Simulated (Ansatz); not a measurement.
# BH6Si2: structure from calculated spectroscopic constants

These gas-phase data were calculated for one isomer of BH6Si2 at BLYP-D3(BJ)/def2-SVP (harmonic, unscaled wavenumbers; equilibrium rotational constants with average atomic masses):

* rotational constants: 23.8, 2.542, 2.36 GHz
* all wavenumbers above 1500 cm⁻¹: 2552, 2181, 2156, 2142, 2124, 2122
* dipole moment: 1.68 D (PBE0/def2-TZVPD)

Candidates:

(1) `[SiH2]B[SiH3]`, a doublet
(2) `B[SiH][SiH3]`, a doublet

Q: Which candidate do the data belong to?

A: Candidate (1). 1 mode lies between 2350 and 2900 cm⁻¹, one for each B–H bond, while (2) has 2.

The same quantities for all candidates:

```tsv
	rotational constants (GHz)	wavenumbers above 1500 cm⁻¹	dipole (D)	E above the lowest, BLYP-D3(BJ)/def2-SVP (kcal/mol)
(1)	23.8, 2.542, 2.36	2552, 2181, 2156, 2142, 2124, 2122	1.68	2.6
(2)	18.87, 3.001, 2.671	2613, 2512, 2172, 2149, 2146, 2139	0.97	0.0
```

Harmonic stretches to hydrogen usually lie a few per cent above observed fundamentals. Each candidate is one conformer. Open shells are spin-unrestricted. Programs: Ansatz 0.2.0.
